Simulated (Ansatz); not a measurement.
Energy needed to pull apart CH6N2, singlet, into free ground-state atoms, from the structure below (displaced at random from a GFN2-xTB minimum); no zero-point or spin–orbit terms; open-shell atoms are treated unrestricted, in their ground-state multiplicity.

```
9
angstrom
N -0.8214 0.4734 -0.8828
C 0.4713 0.0949 -0.3484
N 0.3428 -0.8289 0.8859
H -1.4639 -0.1126 -1.0725
H -1.4013 0.8044 -0.1271
H 0.8987 1.1968 0.1787
H 0.7954 -0.2714 -1.1932
H 1.1199 -1.0427 1.1754
H -0.1378 -0.4513 1.7590
```

Program: Ansatz 0.2.0. Basis: def2-TZVPP. Cores are frozen in the correlated methods.

| method | atomization energy (eV) |
| --- | --- |
| PBE-D4 | 30.31 |
| r2SCAN-D4 | 29.28 |
| PBE0-D4 | 29.53 |
| BHLYP-D4 | ? |
| wB97X-V | 29.61 |
| wB97M-V | 29.69 |
| HF | 18.95 |
| MP2 | ? |
| CCSD | 28.01 |
| CCSD(T) | 28.49 |

Problem. What does BHLYP-D4 give? (Judge from chemistry; the value comes from the calculation.)

Solution. The calculation gives: 28.55 eV, which is about 0.06 eV more than CCSD(T)/def2-TZVPP.

Problem. What does MP2 give? (An estimate is asked for; the value comes from the calculation.)

Solution. By the calculation: 28.67 eV, which is about 0.19 eV more than CCSD(T)/def2-TZVPP.

In triple zeta the MP2 and coupled-cluster atomization energies are still short of their basis limit by a few kcal/mol a bond, whereas those of the functionals are nearly converged, so these differences are not deviations from converged CCSD(T).

T1 diagnostic: at most 0.010.

For scale, one of the runs: CCSD(T)/def2-TZVPP forces, 177 basis functions (an equivalent command: `ansatz run in.yaml --threads 4`). Time: 57 s of wall clock on 4 CPU threads; the host was shared. Peak host memory: 3.4 GiB.
